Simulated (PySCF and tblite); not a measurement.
Results of a calculation; reference values are marked as such.
C6H14, numbered as in [CH3:1][CH2:2][CH2:3][CH2:4][CH2:5][CH3:6].

Level: PBE0-D3(BJ)/pcSseg-1//GFN2-xTB, thermal terms from GFN2-xTB, symmetry numbers and mirror pairs counted. Conformers within 4 kcal/mol (GFN2-xTB free energy) were kept, 10 at most. GIAO shieldings: PBE0/pcSseg-1. Shifts are against TMS (¹H), TMS (¹³C) at the same level. (PySCF 2.14, tblite 0.8.)

**Question.** What shifts does this protocol give at 298.15 K under fast conformational exchange?

**Answer.** ¹H: 1.36 (H2/H5, 4H), 1.30 (H3/H4, 4H), 1.02 (H1/H6, 6H) ppm. ¹³C: 35.4 (C3/C4), 26.8 (C2/C5), 16.4 (C1/C6) ppm.

**Question.** How do the conformers differ?

**Answer.** Torsions listed: C1–C2–C3–C4, C2–C3–C4–C5, C3–C4–C5–C6. Of a mirror pair one member is shown.
```tsv
conformer	shape	weight %
1	-67°, -175°, -179°	31.9
2	180°, 180°, 180°	18.6
3	62°, 63°, 174°	16.2
4	175°, 67°, 175°	15.9
5	-69°, 180°, 69°	7.3
```

Not shown: 5 more, 10.1 % in all.

```
signal     1     2     3     4     5  average
 H1/H6  1.03  1.05  0.98  1.03  1.01     1.02
 H2/H5  1.37  1.33  1.33  1.29  1.43     1.36
 H3/H4  1.26  1.21  1.41  1.33  1.30     1.30
 C1/C6  16.4  17.4  15.4  17.6  15.2     16.4
 C2/C5  28.0  28.9  23.2  26.6  26.5     26.8
 C3/C4  35.9  38.7  32.6  37.1  32.6     35.4
```

**Question.** Which signal moves most, for its nucleus, between 220 and 800 K through the change of populations alone?

**Answer.** C3/C4: 35.9 ppm at 220 K, 35.7 ppm at 250 K, 35.4 ppm at 298.15 K, 34.8 ppm at 600 K, 34.7 ppm at 800 K.

Shifts are unscaled: against experiment ¹³C can be off by 15 ppm or more and ¹H by 0.8 ppm. For its torsions the set is small; conformers may be missing.
